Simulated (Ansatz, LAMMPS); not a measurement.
**Ladder of methods for the bulk modulus of bcc V**

Reference value: 161 GPa (measured, corrected for temperature and zero-point phonon effects, our sources range from 159 to 166; as tabulated in Levämäki et al. (2014), arXiv:1402.3671).

```json
[
 {"level (code)": "Lennard-Jones uff-vdw (LAMMPS)", "value (GPa)": "0.35", "cell (Å³/atom)": "20.67", "error (%)": "-100"},
 {"level (code)": "LDA (Ansatz)", "value (GPa)": "209", "cell (Å³/atom)": "12.53", "error (%)": "+30"},
 {"level (code)": "PBE (Ansatz)", "value (GPa)": "182", "cell (Å³/atom)": "13.46", "error (%)": "+13.0"},
 {"level (code)": "PBEsol (Ansatz)", "value (GPa)": "197", "cell (Å³/atom)": "12.95", "error (%)": "+22"},
 {"level (code)": "PBE-D3(BJ) (Ansatz)", "value (GPa)": "198", "cell (Å³/atom)": "12.85", "error (%)": "+23"},
 {"level (code)": "PBE-D4 (Ansatz)", "value (GPa)": "190", "cell (Å³/atom)": "13.18", "error (%)": "+18.0"},
 {"level (code)": "PBEsol-D3(BJ) (Ansatz)", "value (GPa)": "211", "cell (Å³/atom)": "12.40", "error (%)": "+31"},
 {"level (code)": "rVV10 (Ansatz)", "value (GPa)": "185", "cell (Å³/atom)": "13.61", "error (%)": "+14.9"},
 {"level (code)": "r²SCAN (Ansatz)", "value (GPa)": "194", "cell (Å³/atom)": "13.27", "error (%)": "+20"},
 {"level (code)": "r²SCAN-D4 (Ansatz)", "value (GPa)": "196", "cell (Å³/atom)": "13.18", "error (%)": "+22"},
 {"level (code)": "HSE06-D3(BJ) (Ansatz)", "value (GPa)": "237", "cell (Å³/atom)": "12.28", "error (%)": "+47"},
 {"level (code)": "Hartree–Fock (Ansatz)", "value (GPa)": "260", "cell (Å³/atom)": "13.56", "error (%)": "+61"}
]
```

Leaving aside Lennard-Jones uff-vdw (doubt noted below): Closest of the ranked levels: PBE (+13.0 %). Among them Hartree–Fock (+61 %) misses by most. Every ranked level misses the reference by more than 10 %. All 11 levels lie above the reference. A very large miss is first of all the level's own, though another phase or state, or a fault of the measured value, is possible (HSE06-D3(BJ)).

The crystal itself was run without spin with LDA, PBE, PBEsol, PBE-D3(BJ), PBE-D4, PBEsol-D3(BJ), rVV10, r²SCAN, r²SCAN-D4, HSE06-D3(BJ), Hartree–Fock; a magnetic state was not tried in these runs. Lennard-Jones uff-vdw: this is a force field's van der Waals term alone, without bonds or charges. Lennard-Jones uff-vdw: pair potentials favour close packing, so symmetry can be all that holds this lattice. Each level is taken at its own relaxed cell. Cutoffs and k meshes differ between the levels. Ansatz's density-functional and Hartree–Fock values are scalar-relativistic unless marked +SOC, with PAW data made under PBE.

Differences are worked out from the printed values.

Ansatz is a program for electronic structure.
